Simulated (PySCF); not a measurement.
Gas-phase reaction: 3 C4H8 (isobutene) = C6H6 + 6 CH3

Method: PySCF energies plus ideal-gas RRHO corrections (1 bar). Table values come from the NASA 1993 polynomials. † marks an energy on the PBE0/def2-TZVP geometry and frequencies; other levels use their own. MP2 and CCSD(T) freeze the core. 6-31G* has spherical d functions here. Open shells (unrestricted): CH3 (multiplicity 2); the rest are closed-shell singlets. MP2 isn't extrapolated to the basis-set limit. CCSD(T) isn't extrapolated to the basis-set limit.

| level | ΔH°(298 K), kJ |
|---|---|
| table | 1015.6 |
| BLYP/def2-TZVP† | 901.3 |
| CCSD(T)/def2-SVP† | … |
| HF/6-31G* | … |
| MP2/def2-SVP† | 1005.6 |
| MP2/def2-TZVPP† | 1009.1 |
| PBE/def2-SVP | 1037.1 |
| PBE0/def2-SVP† | … |
| PBE0/def2-TZVP | 966.7 |
| r2SCAN/def2-TZVP† | 889.9 |
| LDA/def2-TZVP† | 1247.0 |
| ωB97X-V/def2-TZVP† | … |

Question: Some entries are withheld; supply them.

Answer: 
- CCSD(T)/def2-SVP†, ΔH°(298 K), kJ: 993.2
- HF/6-31G*, ΔH°(298 K), kJ: 612.9
- PBE0/def2-SVP†, ΔH°(298 K), kJ: 1003.5
- ωB97X-V/def2-TZVP†, ΔH°(298 K), kJ: 1026.6
